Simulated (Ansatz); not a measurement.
# CNO−: geometry and frequencies at several levels

An exercise on one series of results from a longer session: the logs are not shown, and one member is left open.

Method: the levels named in each step, in Ansatz 0.2.0.

## The system as given

Bond lengths: N1–C2 1.168 Å, C2–O3 1.213 Å. Angles: N1–C2–O3 180.0°.

Structure file:

```xyz
3

N     0.0000    0.0000   -1.1831
C     0.0000    0.0000   -0.0150
O     0.0000    0.0000    1.1981
```

The first run:

input.yaml

```yaml
crystal:
  periodic: [false, false, false]
  atoms:
    - { symbol: "N", position_ang: [0.0, 0.0, -1.18315] }
    - { symbol: C, position_ang: [0.0, 0.0, -0.01499] }
    - { symbol: O, position_ang: [0.0, 0.0, 1.19814] }
total_charge: -1
basis:
  gaussian: { orbitals: def2-SVPD }
hamiltonian:
  xc: pbe
  dispersion: d4
relax:
  f_tol: 0.03
  max_steps: 200
```

Command:

```sh
$ ansatz run input.yaml --threads 2 --pin off --max-ram 5120MiB --backend cpu --events-out ev --progress --plain --runs-dir out
```

Among the steps run: A rough first relaxation, PBE-D4/def2-SVPD; Relaxation, PBE0-D4/def2-TZVPPD; Frequencies, PBE0-D4/def2-TZVPPD; Relaxation, PBE-D4/def2-TZVPPD; Frequencies, PBE-D4/def2-TZVPPD; Relaxation, r2SCAN-D4/def2-TZVPPD; Frequencies, r2SCAN-D4/def2-TZVPPD; Relaxation, B3LYP-D4/def2-TZVPPD; Frequencies, B3LYP-D4/def2-TZVPPD; Relaxation, B2PLYP/def2-TZVPPD; Frequencies, B2PLYP/def2-TZVPPD.

One table of the session follows, with a row left open; its other results are not shown here.

| level | N1–C2 (Å) | C2–O3 (Å) | rotational constants (MHz) | highest frequency (cm⁻¹) |
| --- | --- | --- | --- | --- |
| PBE0-D4/def2-TZVPPD | 1.1854 | 1.2213 | 11664 | 2239 |
| PBE-D4/def2-TZVPPD | 1.2004 | 1.2352 | 11389 | 2145 |
| r2SCAN-D4/def2-TZVPPD | 1.1913 | 1.2250 | 11571 | 2201 |
| B3LYP-D4/def2-TZVPPD | 1.1861 | 1.2262 | 11609 | 2202 |
| B2PLYP/def2-TZVPPD | ? | ? | ? | ? |

Estimate the missing values for B2PLYP/def2-TZVPPD.

**Answer.** N1–C2 (Å): 1.1927; C2–O3 (Å): 1.2295; rotational constants (MHz): 11515; highest frequency (cm⁻¹): 2169. In the column «N1–C2 (Å)» it lies between r2SCAN-D4/def2-TZVPPD (1.1913) and PBE-D4/def2-TZVPPD (1.2004).
